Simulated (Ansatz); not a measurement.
The first iterations of a band of H3P + H4Si (9 atoms, charge 0, multiplicity 1).

These are results of RKS B3LYP/def2-SVP (Ansatz), not measurements.

- movable images: 7
- climbing image: yes
- spring: 5.0 eV/Å²
- optimiser: quadratic models (default)
- start path: through a guess of the saddle point
- force threshold: 0.2 eV/Å
- iteration limit: 60
- end points: relaxed

Initial state:

```xyz
9
Properties=species:S:1:pos:R:3
Si 0.838 -0.063 -0.337
H 1.141 -0.092 1.123
H 2.094 0.185 -1.101
H -0.138 1.027 -0.620
H 0.255 -1.372 -0.749
P -3.683 0.137 1.803
H -3.462 -0.476 0.529
H -3.574 -1.105 2.505
H -2.297 0.448 1.980
```

Final state:

```xyz
9
Properties=species:S:1:pos:R:3
Si -0.616 -0.228 -0.685
H 0.548 0.500 3.494
H 0.617 0.047 0.106
H -0.710 0.762 -1.796
H -0.524 -1.600 -1.265
P -2.417 0.077 0.686
H -3.346 -0.496 -0.237
H -2.218 -1.152 1.390
H -0.158 0.777 3.441
```

| iteration | highest image above the first end (eV) | largest band force component (eV/Å) |
| --- | --- | --- |
| 1 | 5.570 | 5.019 |
| 2 | 4.325 | 2.860 |
| 3 | 3.525 | 1.193 |
| 4 | 3.311 | 1.317 |
| 5 | 3.173 | 1.042 |

Q: Does the band converge within its limit, and where does its top end?

A: The forces met the threshold. It ended after 17 iterations with the highest image 3.129 eV above the first end. The threshold of 0.2 eV/Å is loose, so the images may lie well off the minimum-energy path. Neighbouring images differ by up to 2.7 eV, so the band resolves the path poorly. The order of the stationary point at the top wasn't checked. The orbitals stay closed-shell, which can raise the energy where a bond breaks towards radicals; this wasn't checked here.

Run time: 3.1 min on 1 thread of Arm Neoverse V2, on a shared host, peak memory 0.13 GiB.
